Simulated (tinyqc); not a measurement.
Orbital energy against energy difference: ionisation energy by orbital energies and by energy differences in the cc-pvdz basis, for N2, spin multiplicity 1. Computed by the program tinyqc with PySCF. Command: `OMP_NUM_THREADS=1 python tinyqc.py 114149 114150 out.jsonl`; one thread of a shared host (Intel(R) Xeon(R) Processor @ 2.60GHz), about 20 s.

Geometry (angstrom):
```
atom       x       y       z
N     0.0000  0.0000  0.0000
N     0.0000  0.0000  0.9590
```

CCSD(T) difference in the same basis = 15.5079 eV

IP-EOM-CCSD = 15.4493 eV

The cation is unrestricted; errors are against CCSD(T) in this basis, not against experiment.

First vertical ionisation energy (eV):
```
method     -e(HOMO)  E(cation) - E  error of -e(HOMO)  error of the difference
HF           17.308       15.44724              1.800                   -0.061
LDA           9.914       15.59891             -5.594                    0.091
PBE           9.785       15.37512             -5.723                   -0.133
B3LYP        11.591       15.86904             -3.917                    0.361
PBE0         11.915       15.82387             -3.593                    0.316
CAM-B3LYP    13.546       16.04744             -1.962                    0.540
LC-wPBE      15.024       16.11026             -0.484                    0.602
```

Koopmans errs by +1.80 eV and Delta-HF by -0.06 eV: relaxation, 1.86 eV, lowers the value and the missing correlation difference works against it. The PBE level is off by -5.7 eV through the wrong tail of its potential, though its energy difference is off by -0.13 eV; exact exchange deepens the level, and among the orbital energies LC-wPBE comes closest; among the differences HF does.
